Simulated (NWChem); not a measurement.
System: fluoromethane (CH3F); SMILES FC

Results from NWChem. Pople sets run with spherical d functions. Geometry: optimised at PBE0/def2-SVP. Computed dipoles belong to the equilibrium geometry; the measured one is vibrationally averaged.

Measured dipole moment: 1.85 D (NIST CCCBDB, as tabulated in the package chemicals).

```
level              dipole moment (D)  computed − measured
-----------------  -----------------  -------------------
B3LYP/STO-3G                    0.87                -0.98
B3LYP/3-21G                     1.70                -0.15
B3LYP/6-31G*                    1.62                -0.23
B3LYP/6-31+G*                   1.92                +0.07
B3LYP/def2-SVP                  1.70                -0.15
B3LYP/def2-SVPD                 1.79                -0.06
B3LYP/def2-TZVP                 1.74                -0.11
B3LYP/6-311++G**                1.92                +0.07
B3LYP/aug-cc-pVTZ               1.73                -0.12
```
